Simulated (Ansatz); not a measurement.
**H₂ClO (doublet): wave-function methods side by side at distance Cl1–H2 along a hydrogen transfer = 1.365 Å, cc-pVDZ**

An exercise on one series of results from a longer session: the logs are not shown, and one member is left open.

Program: Ansatz 0.2.0, Gaussian basis. Level of theory: cc-pVDZ, core rule «outside noble gas», up to 6 orbitals frozen. These are calculated values, not measurements.

The runs, in order: UHF; CCSD(T) on ROHF; CCSD(T) on UHF; BCCD(T) on ROHF; CISD; CCSDT(Q) on ROHF; CCSDT(Q) on UHF; CASSCF and MRCISD+Q, 3 electrons in 3 orbitals; CASSCF and NEVPT2, 3 electrons in 3 orbitals.

19 further runs of the same task are left out: 9 for a known fault of the program, 1 for a mislabelled method, 7 that didn't finish, 2 set aside as unsound or not needed.

### What is computed

The geometry derives from fragments relaxed apart (PBE0/def2-TZVP) and kept rigid, so it is no stationary point. A hydrogen atom is moved between rigid fragments.

4 atoms, charge 0, spin multiplicity 2.

Atoms are counted from 1 here; the program's logs count them from 0.

Bond lengths: Cl1–H2 1.365 Å, O3–H4 0.973 Å.

As a file:

```
Cl   -1.8412    0.2350    0.0000
H    -0.4762    0.2350    0.0000
O     1.0328    0.2350    0.0000
H     1.2846   -0.7050    0.0000
```

Set-up of the first run:

Input file in.yaml:

```yaml
crystal:
  periodic: [false, false, false]
  atoms:
    - {symbol: Cl, position_ang: [-1.841215, 0.234988, 0.000000]}
    - {symbol: H, position_ang: [-0.476215, 0.234988, 0.000000]}
    - {symbol: O, position_ang: [1.032785, 0.234988, 0.000000]}
    - {symbol: H, position_ang: [1.284644, -0.704963, 0.000000]}
basis:
  gaussian: {orbitals: cc-pVDZ}
magnetization: {spin_polarized: true, initial_magnetization: 1}
hamiltonian: {xc: hf}
output: {orbitals: {seedname: orbitals}}
```

Started as:

```
> ansatz run in.yaml --threads 1 --pin off --events-out ev --progress --plain --max-ram 2393MiB
```

Among the steps run: UHF; CCSD(T) on ROHF; CCSD(T) on UHF; BCCD(T) on ROHF; CISD; CCSDT(Q) on ROHF; CCSDT(Q) on UHF; CASSCF and MRCISD+Q, 3 electrons in 3 orbitals; CASSCF and NEVPT2, 3 electrons in 3 orbitals.

One table of the session follows, with a row left open; its other results are not shown here.

| method | from UCCSDT(Q) (meV) |
| --- | --- |
| ROHF | +9308.1 |
| UHF | +9196.0 |
| RMP2 | +956.3 |
| UMP2 | +956.5 |
| CISD | ? |
| RCCSD | +168.3 |
| UCCSD | +166.8 |
| RCCSD(T) | +29.6 |
| UCCSD(T) | +28.9 |
| BCCD(T) | +29.3 |
| RCCSDT | +16.0 |
| UCCSDT | +15.3 |
| RCCSDT(Q) | +0.9 |
| UCCSDT(Q) | 0 |
| CASSCF pair | +8684.4 |
| NEVPT2 pair | +887.0 |
| MRCISD pair | +767.1 |
| MRCISD+Q pair | +58.0 |

Q: Estimate the row for CISD from the others.

**Answer.** from UCCSDT(Q) (meV): +870.5. In the column «from UCCSDT(Q) (meV)» it lies between MRCISD pair (+767.1) and NEVPT2 pair (+887.0).

Caveats from the session: Restricted and unrestricted rows rest on different reference determinants; where their highest levels disagree by more than a few hundredths of an eV, they describe different states and don't form one ladder.
